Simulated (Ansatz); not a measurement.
# HNOSi: the cost of one run

Program: Ansatz 0.2.0, Gaussian basis. Level of theory: def2-TZVPP, core rule «outside noble gas», up to 7 orbitals frozen. These are calculated values, not measurements.

The runs, in order: UHF; ROHF; CCSD(T) on UHF.

2 further runs of the same task are left out: 2 set aside as unsound or not needed.

**1. The geometry**

The geometry is a PBE0/def2-TZVP stationary point (not a proven minimum) of the parent state, kept for this charge and spin.

4 atoms, charge 1, spin multiplicity 2.

Atoms are counted from 1 here; the program's logs count them from 0.

Bond lengths: O1–N2 1.340 Å, O1–H4 0.970 Å, N2–Si3 1.779 Å. Angles: N2–O1–H4 105.4°, O1–N2–Si3 115.0°.

**2. UHF**

The input, in.yaml:

```yaml
crystal:
  periodic: [false, false, false]
  atoms:
    - {symbol: O, position_ang: [0.000000, 0.337434, 1.469190]}
    - {symbol: N, position_ang: [0.000000, -0.573001, 0.485749]}
    - {symbol: Si, position_ang: [0.000000, 0.099776, -1.161533]}
    - {symbol: H, position_ang: [0.000000, -0.173786, 2.294129]}
basis:
  gaussian: {orbitals: def2-TZVPP}
total_charge: 1
magnetization: {spin_polarized: true, initial_magnetization: 1}
hamiltonian: {xc: hf}
output: {orbitals: {seedname: orbitals}}
```

The run is started by

```console
$ ansatz run in.yaml --threads 1 --pin off --events-out ev --progress --plain --max-ram 4096MiB --backend cpu
```

What time and memory should one allow on 1 thread of AMD EPYC 7R13, shared host?

About 12 s, with a peak of 0.26 GiB.
